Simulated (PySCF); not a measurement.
# Cl2H2Si (dichlorosilane): the cost of one run

The runs use PySCF 2.14.0, with density-fitted response routines of our own; the level of theory stands in each step. All values are computed, except where a source is named. Atoms count from 0, in the outputs and in this text.

### Step 1. The molecule as given

5 atoms, charge 0, multiplicity 1; geometry from: GFN2-xTB. The atoms were then displaced at random by about 0.03 Å, so the start is not that level's minimum.

Bonds of the start (Å): Cl0–Si1 1.91, Si1–Cl2 1.98, Si1–H3 1.44, Si1–H4 1.48.

### Step 2. Relaxing the molecule at PBE0-D3(BJ)/def2-SVP

The job: settings as JSON, then the geometry in Å.

```
{"job": {"xc": "PBE0", "basis": "def2-SVP", "d3": "d3bj", "grid": 1, "shake": 0.03, "kind": "geom"}, "charge": 0, "multiplicity": 1}
Cl    -1.548220     0.984800    -0.039690
Si    -0.016930    -0.153680    -0.007470
Cl     1.604950     0.975820    -0.090210
H      0.090240    -0.878620     1.237810
H     -0.037930    -1.033090    -1.196940
```

Started as:

```console
> OMP_NUM_THREADS=1 python probes_run.py task.json out
```

This one command runs all jobs of the session in turn.

Q: Estimate the wall time and peak memory of this first job on 1 thread of Arm Neoverse V1, shared host.

About 12 s, with a peak of 0.28 GiB.
